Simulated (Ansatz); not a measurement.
Lattice parameter c of Sn (model structure, started from the dhcp type, P6₃/mmc, No. 194, 4 atoms in the cell) at several levels of theory

No measured value is used here.

```
level (code)          value (Å)
-------------------  ----------
PBE (Ansatz)         (withheld)
PBEsol (Ansatz)          10.930
PBE-D3(BJ) (Ansatz)      10.974
```

**Question.** Complete the blanks.

**Answer.** 
- PBE (Ansatz, a quantum-chemistry and plane-wave program), value (Å): 11.141

Ansatz's density-functional and Hartree–Fock values are scalar-relativistic unless marked +SOC, with PAW data made under PBE.

A model structure was made by putting elements into a prototype or built by hand; it is no filed structure, need not be a known phase, and can be a saddle point held by its symmetry.
